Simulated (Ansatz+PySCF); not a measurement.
## triplet NH: levels of theory in one basis

```xyz
2

N     0.0000    0.0000   -0.1439
H     0.0000    0.0000    1.0075
```

Basis set: 6-31G (spherical functions). Correlated methods keep 1 orbital frozen. Correlation on ROHF uses semicanonical orbitals with singles. Charge 0, multiplicity 3.

Computed with Ansatz (development build ahead of 0.2.0) and PySCF 2.14.0; each method stands on the lowest determinant of its kind that the runs found.

```
                            method  E − E(ROHF) (eV)  <S²> of the determinant
                              ROHF              0.00                        –
                               UHF             -0.14                     2.03
                          ROHF-MP2             -1.70                        –
                           UHF-MP2             -1.73                     2.03
                         ROHF-CCSD             -2.13                        –
                          UHF-CCSD             -2.13                     2.03
                      ROHF-CCSD(T)             -2.14                        –
                       UHF-CCSD(T)             -2.14                     2.03
full CI (lowest root of this spin)             -2.15                        –
```

Task: Is a single determinant a sound starting point here?

Result: By this sign, yes. Unrestricted orbitals gain 0.14 eV and <S²> is 2.03 against 2.00 for a pure state.
